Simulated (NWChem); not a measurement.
System: CN anion

NWChem input:

```
start job
memory heap 200 mb stack 900 mb global 1100 mb
charge -1
geometry units angstroms noautosym nocenter noautoz
  C      0.000000     0.000000    -0.633202
  N      0.000000     0.000000     0.540889
end
basis spherical
  * library aug-cc-pvdz
end
dft
  xc xcamb88 1.00 lyp 1.0 hfexch 1.00
  cam 0.33 cam_alpha 0.0 cam_beta 1.0
  iterations 150
end
property
  response 1 0.0
end
task dft property
```

Excerpt of the output:

```
             Northwest Computational Chemistry Package (NWChem) 7.3.0
             --------------------------------------------------------

                             Geometry "geometry" -> ""
                             -------------------------

 Output coordinates in angstroms (scale by  1.889725989 to convert to a.u.)

  No.       Tag          Charge          X              Y              Z
 ---- ---------------- ---------- -------------- -------------- --------------
    1 C                    6.0000     0.00000000     0.00000000    -0.63320200
    2 N                    7.0000     0.00000000     0.00000000     0.54088900

 Effective nuclear repulsion energy (a.u.)      18.9299163847

                              NWChem Property Module
                              ----------------------

                                 NWChem DFT Module
                                 -----------------

 Summary of "ao basis" -> "ao basis" (spherical)
 ------------------------------------------------------------------------------
       Tag                 Description            Shells   Functions and Types
 ---------------- ------------------------------  ------  ---------------------
 C                        aug-cc-pvdz                9       23   4s3p2d
 N                        aug-cc-pvdz                9       23   4s3p2d

            General Information
            -------------------
          SCF calculation type: DFT
          Wavefunction type:  closed shell.
          No. of atoms     :     2
          No. of electrons :    14
           Alpha electrons :     7
            Beta electrons :     7
          Charge           :    -1
          Spin multiplicity:     1
          Use of symmetry is: off; symmetry adaption is: off
          Maximum number of iterations: 150
          AO basis - number of functions:    46
                     number of shells:    18
          Convergence on energy requested:  1.00D-06
          Convergence on density requested:  1.00D-05
          Convergence on gradient requested:  5.00D-04

              XC Information
              --------------
                     Hartree-Fock (Exact) Exchange  1.000
                   CAM-Becke88 Exchange Functional  1.000
              Lee-Yang-Parr Correlation Functional  1.000

           Range-Separation Parameters
           ---------------------------
           Alpha           :  0.00
           Beta            :  1.00
           Gamma           :  0.33
           Short-Range HF  :     F

             Grid Information
             ----------------
          Grid used for XC integration:  medium
          Radial quadrature: Mura-Knowles
          Angular quadrature: Lebedev.
          Tag              B.-S. Rad. Rad. Pts. Rad. Cut. Ang. Pts.
          ---              ---------- --------- --------- ---------
          C                   0.70       49           9.0       434
          N                   0.65       49          10.0       434
          Grid pruning is: on
          Number of quadrature shells:    98
          Spatial weights used:  Erf1

      Superposition of Atomic Density Guess
      -------------------------------------

 Sum of atomic energies:         -91.96973346

 Renormalizing density from      13.00 to     14

      Non-variational initial energy
      ------------------------------

 Total energy =     -96.725918
 1-e energy   =    -173.567685
 2-e energy   =      57.911851
 HOMO         =       0.130804
 LUMO         =       0.240226

   convergence    iter        energy       DeltaE   RMS-Dens  Diis-err
 ---------------- ----- ----------------- --------- --------- ---------
 d= 0,ls=0.0,diis     1    -92.4084103412 -1.11D+02  9.70D-02  1.69D+00
 d= 0,ls=0.0,diis     2    -92.5240435914 -1.16D-01  1.18D-02  1.13D+00
 d= 0,ls=0.0,diis     3    -92.6388622589 -1.15D-01  4.40D-03  1.18D-01
 d= 0,ls=0.0,diis     4    -92.6509663522 -1.21D-02  5.31D-03  8.04D-03
 d= 0,ls=0.0,diis     5    -92.6520174962 -1.05D-03  1.50D-03  6.88D-05
  Resetting Diis
 d= 0,ls=0.0,diis     6    -92.6520378810 -2.04D-05  2.11D-04  7.91D-07
 d= 0,ls=0.0,diis     7    -92.6520382200 -3.39D-07  2.84D-05  2.27D-08
 d= 0,ls=0.0,diis     8    -92.6520382302 -1.02D-08  1.05D-05  3.78D-09
 d= 0,ls=0.0,diis     9    -92.6520382317 -1.44D-09  6.74D-06  9.99D-10

         Total DFT energy =      -92.652038231675
      One electron energy =     -166.316764395749
           Coulomb energy =       66.920010677503
    Exchange-Corr. energy =      -12.185200898094
 Nuclear repulsion energy =       18.929916384665

 Numeric. integr. density =       14.000000371910

                       DFT Final Molecular Orbital Analysis
                       ------------------------------------

 Vector    5  Occ=2.000000D+00  E=-1.805650D-01
              MO Center= -1.1D-09,  1.2D-09,  9.1D-02, r^2= 1.2D+00
   Bfn.  Coefficient  Atom+Function         Bfn.  Coefficient  Atom+Function
  ----- ------------  ---------------      ----- ------------  ---------------
    29     -0.339196  2 N  py                28      0.319784  2 N  px
     6     -0.269690  1 C  py                 5      0.254256  1 C  px
    32     -0.180433  2 N  py                31      0.170107  2 N  px
     9     -0.145247  1 C  py                 8      0.136934  1 C  px
    35     -0.062473  2 N  py                34      0.058897  2 N  px

 Vector    6  Occ=2.000000D+00  E=-1.805650D-01
              MO Center= -2.4D-10,  2.6D-10,  9.1D-02, r^2= 1.2D+00
   Bfn.  Coefficient  Atom+Function         Bfn.  Coefficient  Atom+Function
  ----- ------------  ---------------      ----- ------------  ---------------
    28      0.339196  2 N  px                29      0.319784  2 N  py
     5      0.269690  1 C  px                 6      0.254256  1 C  py
    31      0.180433  2 N  px                32      0.170107  2 N  py
     8      0.145247  1 C  px                 9      0.136934  1 C  py
    34      0.062473  2 N  px                35      0.058897  2 N  py

 Vector    7  Occ=2.000000D+00  E=-1.468234D-01
              MO Center=  3.2D-09, -3.4D-09, -5.9D-01, r^2= 1.8D+00
   Bfn.  Coefficient  Atom+Function         Bfn.  Coefficient  Atom+Function
  ----- ------------  ---------------      ----- ------------  ---------------
     7      0.462555  1 C  pz                30     -0.357715  2 N  pz
    27     -0.288855  2 N  s                 10      0.277337  1 C  pz
    26     -0.205040  2 N  s                  3     -0.146176  1 C  s
     2     -0.143243  1 C  s                  4     -0.107330  1 C  s
    13      0.096115  1 C  pz                33     -0.073032  2 N  pz

 Vector    8  Occ=0.000000D+00  E= 2.242423D-01
              MO Center=  4.1D-08, -4.4D-08,  9.4D-01, r^2= 1.3D+01
   Bfn.  Coefficient  Atom+Function         Bfn.  Coefficient  Atom+Function
  ----- ------------  ---------------      ----- ------------  ---------------
    27     -6.891694  2 N  s                  4      6.299573  1 C  s
    13      2.378983  1 C  pz                 3      1.506875  1 C  s
    36      1.479018  2 N  pz                10      0.948813  1 C  pz
    26     -0.852773  2 N  s                 33      0.510929  2 N  pz
    21      0.225885  1 C  d  0              44     -0.128014  2 N  d  0

 Vector    9  Occ=0.000000D+00  E= 2.470758D-01
              MO Center=  2.2D-09, -2.5D-09, -1.4D+00, r^2= 1.0D+01
   Bfn.  Coefficient  Atom+Function         Bfn.  Coefficient  Atom+Function
  ----- ------------  ---------------      ----- ------------  ---------------
    11      1.270288  1 C  px                12      1.197999  1 C  py
    34     -0.680514  2 N  px                35     -0.641788  2 N  py
    28     -0.112589  2 N  px                29     -0.106182  2 N  py
     8     -0.103541  1 C  px                 9     -0.097649  1 C  py
    31     -0.049732  2 N  px                22     -0.048851  1 C  d  1

 Vector   10  Occ=0.000000D+00  E= 2.470758D-01
              MO Center=  6.1D-08, -6.5D-08, -1.4D+00, r^2= 1.0D+01
   Bfn.  Coefficient  Atom+Function         Bfn.  Coefficient  Atom+Function
  ----- ------------  ---------------      ----- ------------  ---------------
    12     -1.270288  1 C  py                11      1.197999  1 C  px
    35      0.680514  2 N  py                34     -0.641788  2 N  px
    29      0.112589  2 N  py                28     -0.106182  2 N  px
     9      0.103541  1 C  py                 8     -0.097649  1 C  px
    32      0.049732  2 N  py                20     -0.048851  1 C  d -1

     Multipole analysis of the density
     ---------------------------------

     L   x y z        total         alpha         beta         nuclear
     -   - - -        -----         -----         ----         -------
     0   0 0 0     -1.000000     -7.000000     -7.000000     13.000000

     1   1 0 0     -0.000000     -0.000000     -0.000000      0.000000
     1   0 1 0      0.000000      0.000000      0.000000      0.000000
     1   0 0 1      0.230727      0.127636      0.127636     -0.024546

     2   2 0 0    -11.497566     -5.748783     -5.748783      0.000000
     2   1 1 0     -0.000000     -0.000000     -0.000000      0.000000
     2   1 0 1      0.000000      0.000000      0.000000      0.000000
     2   0 2 0    -11.497566     -5.748783     -5.748783      0.000000
     2   0 1 1     -0.000000     -0.000000     -0.000000      0.000000
     2   0 0 2    -15.184488    -15.544281    -15.544281     15.904074

 *** CALLING NEW AORESP DRIVER FOR CLOSED AND OPEN SHELLS ***
 Entering AOResponse driver routine

--------------------------------------------------------------------------------

          -----------------------------------------------
          Solving response equations for perturbing field
          -----------------------------------------------

 number of frequencies:     1
 frequency in a.u.:  0.0000000E+00
 Perturbing field: electric
 Using El. Dipole Length Gauge

 Setting up CPKS with frequency omega =      0.00000000 a.u.

 STATIC response

                                NWChem CPHF Module
                                ------------------

  scftype          =     RHF
  nclosed          =        7
  nopen            =        0
  variables        =      273
  # of vectors     =        3
  tolerance        = 0.10D-03
  level shift      = 0.00D+00
  max iterations   =       50
  max subspace     =       30

 SCF residual:    2.0533555628782999E-005

Iterative solution of linear equations
  No. of variables      273
  No. of equations        3
  Maximum subspace       30
        Iterations       50
       Convergence  1.0D-04

   iter   nsub   residual    time
   ----  ------  --------  ---------
     1      3    3.91D+00       4.4
     2      6    4.27D+00       5.2
     3      9    3.77D-01       6.1
     4     12    9.66D-02       6.8
     5     15    7.11D-03       7.7
     6     18    9.51D-04       8.5
     7     21    1.08D-04       9.3
     8     24    2.04D-05       9.9

 Electric Dipole Response Matrix (nonzero elements):

              1        2        3
    1   26.0394   0.0000  -0.0000
    2    0.0000  26.0394   0.0000
    3   -0.0000   0.0000  36.9943

 ------------------------------------------
 average:        29.69106 + I       0.00000

 DFT Linear Response polarizability / au
 Frequency  =       0.0000000 / au
              X              Y              Z
 -----------------------------------------------
 X      26.0394339      0.0000001     -0.0000001
 Y       0.0000001     26.0394339      0.0000001
 Z      -0.0000001      0.0000001     36.9942976
 -----------------------------------------------
 Eigenvalues =      26.0394340     26.0394338     36.9942976
 Isotropic   =      29.6910551
 Anisotropic =      10.9548636
 -----------------------------------------------

 Magnetic Dipole Response Matrix (nonzero elements):

 Exiting AOResponse driver routine
```

Level: LC-BLYP (range parameter 0.33 per bohr)/aug-cc-pVDZ. The geometry was optimised at B3LYP/def2-SVPD.
